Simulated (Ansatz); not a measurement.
Debugging a relaxed scan of one distance of C₂H₄O, SMILES [CH]OC (Ansatz 0.2.0, Python API).

The cells in order, each with its output:

```python
import warnings

import ansatz as az
import numpy as np
```

```python
BASIS_SET = "def2-SVP"
FUNCTIONAL = "b3lyp"
MESH = (2, 2, 2)
```

```python
warnings.simplefilter("ignore", az.DeckWarning)
```

```python
geometry_ang = [
    ("C", (1.394, 0.4413, 0.0259)),
    ("O", (0.3837, -0.2682, -0.636)),
    ("C", (-0.7792, -0.1514, 0.1428)),
    ("H", (2.3353, 0.3753, -0.5575)),
    ("H", (-0.6364, -0.603, 1.1511)),
    ("H", (-1.5985, -0.7059, -0.3594)),
    ("H", (-1.099, 0.9119, 0.2332)),
]
mol = az.Crystal.molecule()
for symbol, xyz in geometry_ang:
    mol = mol.atom(symbol, xyz)
```

```python
base = (
    mol.calculation()
    .basis(gaussian=BASIS_SET)
    .functional(FUNCTIONAL)
    .spin("collinear", total=2)
    .kpoints(*MESH)
)
symbols = [site.symbol for site in mol.cartesian_sites]
pairs = [(0, 1), (0, 3), (1, 2), (2, 4), (2, 5), (2, 6)]
print("held (A)   E (eV)        ", "  ".join(f"{symbols[i]}{i}-{symbols[j]}{j}" for i, j in pairs))
for length in [1.02, 1.11, 1.2, 1.33, 1.5]:
    report = base.relax(constraints=[az.DistanceConstraint((2, 5), at=length)], force_tolerance=0.02, max_steps=60).run(threads=1, pin="off").report
    xyz = np.array(report["positions_ang"])
    print(f"{length:6.2f} {report['free_energy_ev']:14.5f}  ", "  ".join(f"{np.linalg.norm(xyz[i] - xyz[j]):.3f}" for i, j in pairs))
```

    held (A)   E (eV)         C0-O1  C0-H3  O1-C2  C2-H4  C2-H5  C2-H6
    Traceback (most recent call last):
      File "<cell 5>", line 12, in <module>
        report = base.relax(constraints=[az.DistanceConstraint((2, 5), at=length)], force_tolerance=0.02, max_steps=60).run(threads=1, pin="off").report
                 ~~~~~~~~~~~~~~~~~~~~~~~~~~~~~~~~~~~~~~~~~~~~~~~~~~~~~~~~~~~~~~~~~~~~~~~~~~~~~~~~~~~~~~~~~~~~~~~~~~~~~~~~~~^^^^^^^^^^^^^^^^^^^^^^
      ...
    ansatz.RefusalError: invalid value for `basis.gaussian`: such a run doesn't read kpoints; remove what it names

What is wrong, and how is it mended?

The fault: a molecule in a Gaussian basis takes no k-points. The correction:

```diff
--- before
+++ after
@@
 FUNCTIONAL = "b3lyp"
-MESH = (2, 2, 2)
 
@@
     .spin("collinear", total=2)
-    .kpoints(*MESH)
 )
```

Run as a notebook:

(earlier cells as before)

In [2]:
```python
BASIS_SET = "def2-SVP"
FUNCTIONAL = "b3lyp"
```

In [3]:
```python
warnings.simplefilter("ignore", az.DeckWarning)
```

In [4]:
```python
geometry_ang = [
    ("C", (1.394, 0.4413, 0.0259)),
    ("O", (0.3837, -0.2682, -0.636)),
    ("C", (-0.7792, -0.1514, 0.1428)),
    ("H", (2.3353, 0.3753, -0.5575)),
    ("H", (-0.6364, -0.603, 1.1511)),
    ("H", (-1.5985, -0.7059, -0.3594)),
    ("H", (-1.099, 0.9119, 0.2332)),
]
mol = az.Crystal.molecule()
for symbol, xyz in geometry_ang:
    mol = mol.atom(symbol, xyz)
```

In [5]:
```python
base = (
    mol.calculation()
    .basis(gaussian=BASIS_SET)
    .functional(FUNCTIONAL)
    .spin("collinear", total=2)
)
symbols = [site.symbol for site in mol.cartesian_sites]
pairs = [(0, 1), (0, 3), (1, 2), (2, 4), (2, 5), (2, 6)]
print("held (A)   E (eV)        ", "  ".join(f"{symbols[i]}{i}-{symbols[j]}{j}" for i, j in pairs))
for length in [1.02, 1.11, 1.2, 1.33, 1.5]:
    report = base.relax(constraints=[az.DistanceConstraint((2, 5), at=length)], force_tolerance=0.02, max_steps=60).run(threads=1, pin="off").report
    xyz = np.array(report["positions_ang"])
    print(f"{length:6.2f} {report['free_energy_ev']:14.5f}  ", "  ".join(f"{np.linalg.norm(xyz[i] - xyz[j]):.3f}" for i, j in pairs))
```
```text
held (A)   E (eV)         C0-O1  C0-H3  O1-C2  C2-H4  C2-H5  C2-H6
  1.02    -4178.63069   1.329  1.095  1.421  1.105  1.020  1.105
  1.11    -4178.74746   1.329  1.095  1.418  1.104  1.110  1.104
  1.20    -4178.60574   1.330  1.095  1.414  1.103  1.200  1.103
  1.33    -4178.15788   1.332  1.095  1.408  1.102  1.330  1.102
  1.50    -4177.40086   1.334  1.096  1.399  1.101  1.500  1.101
```

Caveats:
- Total energies depend on the basis set; only differences at equal settings carry meaning.
- The energies are electronic: no zero-point or thermal terms, and the basis set is short of its limit.
- The run takes the species as open-shell (spin multiplicity 3), which needn't be its ground state.
- b3lyp holds the VWN-RPA fit, as in Gaussian; the form of ORCA and Turbomole is b3lyp5.
- The script silences the warnings on its input, which a real study should read.
- Timing: 66 s on 1 thread of Arm Neoverse V2, on a shared host, peak memory 0.21 GiB.
